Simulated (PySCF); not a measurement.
OSi, SMILES O=[Si] (connectivity only; charge and spin as stated), neutral, multiplicity 1. The structure is a stationary point at B3LYP-D3(BJ)/def2-TZVPD.

TDA-PBE0/def2-TZVPD (PySCF) puts the lowest singlet excitations at 5.40, 5.56, 5.56, 5.63, 5.63, 7.54 eV and the lowest triplet (TDA) at 3.94 eV.

Problem. What are the lowest singlet roots from EOM-CCSD/aug-cc-pVDZ in PySCF 2.14.0? (An estimate is asked for; the answer gives what the named calculation found.)

Solution. 5.66, 5.66, 5.74, 5.74, 5.74, 7.45 eV; triplets 4.23, 4.23, 4.75 eV. S1 differs by 0.27 eV (second minus first; roots are paired by order, and the bases may differ).
